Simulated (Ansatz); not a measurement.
System: fluorite CdF2. Method: rVV10 (plane waves, PAW; Ansatz, a program for electronic structure).

Numerical settings: plane-wave cutoff 520 eV, 12×12×12 k mesh, Fermi–Dirac smearing 0.01 eV, scalar-relativistic PAW data made under PBE.

Energies at three volumes about the minimum:

```csv
V (Å³/atom),E − E_lowest (meV/atom)
13.280,1.82
13.552,0.00
13.823,1.69
```

Question: Fit a parabola by hand: where is the minimum, what lattice constant follows, and what is the bulk modulus?

Answer: Slopes: (0.00 − 1.82)/(13.552 − 13.280) = -6.691 and (1.69 − 0.00)/(13.823 − 13.552) = 6.236 meV/Å³. Curvature E″ = 2 × (6.236 − (-6.691))/(13.823 − 13.280) = 47.613 meV/Å⁶. From the middle of the first interval, the slope vanishes at V0 = 13.4160 − (-6.691)/47.613 = 13.557 Å³/atom. B = V0 E″ = 13.557 × 47.613 meV/Å³ × 0.1602 GPa per meV/Å³ = 103 GPa. With 12 atoms in the cube, a = (12 × 13.557)^(1/3) = 5.459 Å. The full Birch–Murnaghan fit to all volumes gives V0 = 13.552 Å³/atom and B0 = 104 GPa.

Measured, for comparison: lattice constant a 5.388 Å (temperature not stated, copied from a table, unchecked, no zero-point or thermal correction; as tabulated in Crystal Structures 1, 239 (1963)).
